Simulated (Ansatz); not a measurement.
Results of LDA (Ansatz, a program for electronic structure, PAW) for 2H MoS2.

Run with plane-wave cutoff 520 eV, 12×12×4 k mesh (along the axes of the cell as run), perturbation theory, no spin polarisation, scalar-relativistic PAW data made under PBE.

Computed at the level's own relaxed cell.

MoS₂ has the hexagonal space group P6₃/mmc (No. 194), Pearson symbol hP6. Conventional cell: a = 3.122 Å, b = 3.122 Å, c = 12.077 Å, α = 90.00°, β = 90.00°, γ = 120.00°. Mo on 2c is coordinated by 6 S at 2.380 Å (trigonal prismatic). S on 4f is coordinated by 3 Mo at 2.380 Å (trigonal pyramidal). (Neighbours: up to the widest gap in distance over summed covalent radii, below 1.35, at either atom; cation-cation and far metal-metal contacts left out.)

Harmonic phonon frequencies (cm⁻¹; i marks an imaginary mode; at Γ without the LO shift):

```
q point                                                              frequencies
-------  -----------------------------------------------------------------------
Γ                 0 0 0 35 35 55 288 288 290 290 389 389 389 389 409 414 471 475
M        157 162 171 182 235 238 309 312 336 344 360 360 371 372 393 394 415 416
K        185 185 189 189 236 239 330 330 339 342 342 343 379 379 386 388 401 401
A              25 25 25 25 39 39 289 289 289 289 389 389 389 389 411 411 474 474
```

No imaginary mode appears at these points.
